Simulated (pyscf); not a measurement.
Single points on ωB97X-D3(BJ)/def2-SVP structures (PySCF, gas phase).

Problem. Estimate by transition-state theory the rate constant of `[F][SiH2][NH][SiH2]` [doublet] + `[H][H]` → `[F][SiH2][NH][SiH3]` + `[H]` [doublet] (doublet surface; H–H broken, H–Si formed) at 600 K, with ωB97M-D3(BJ)/def2-TZVP energies (ideal gas, 1 atm, RRHO with modes under 100 cm⁻¹ raised to 100, one conformer, R ln 2 for chiral ones without a mode under 150 cm⁻¹; no tunnelling).

Solution. The electronic barrier is 16.1 kcal/mol and the thermal terms add +13.5, so ΔG‡ = 29.6 kcal/mol. With k_BT/h = 1.25e+13 s⁻¹ and RT = 1.192 kcal/mol, and a volume of 8.18e-20 cm³ per molecule at 1 atm, k = 1.6e-17 cm³ molecule⁻¹ s⁻¹. Wigner's tunnelling factor for 922i cm⁻¹ would be 1.20. A shift of 1 kcal/mol in the barrier changes k by a factor 2.3. This is the saddle that the search found; another between the same sides may lie lower. The angle at the transferred H is 177°.
